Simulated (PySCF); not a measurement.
B3LYP has the VWN-RPA correlation part, as in Gaussian. Delta-SCF ions had no search for a lower state. Excitations are Tamm–Dancoff values on a coarser integration grid. The basis has no diffuse functions, so Rydberg states are missing or too high.

Z-matrix (Å, degrees):
```
C
H 1 1.0924
H 1 1.0924 2 106.93
H 1 1.0999 2 107.74 3 -115.58
N 1 1.4530 2 109.35 3 118.29
H 5 1.0119 1 110.62 2 62.58
H 5 1.0119 6 106.75 1 -120.41
```
Charge 0, multiplicity 1.

Problem. What LUMO, S1 oscillator strength, adiabatic ionisation energy (no zero-point term), dipole moment, total energy, S1–T1 gap (TDA), HOMO–LUMO gap and vertical ionisation energy (Delta-SCF) does PySCF with B3LYP-D3(BJ)/def2-TZVP // PBE0-D4/def2-TZVP give?

Solution. 
```yaml
LUMO: 0.80 eV
S1 oscillator strength: 0.006
adiabatic ionisation energy (no zero-point term): 8.93 eV
dipole_moment: 0.280 e·Å
total_energy: -95.9056 Ha
S1–T1 gap (TDA): 0.35 eV
HOMO–LUMO gap: 7.35 eV
vertical ionisation energy (Delta-SCF): 9.60 eV
```
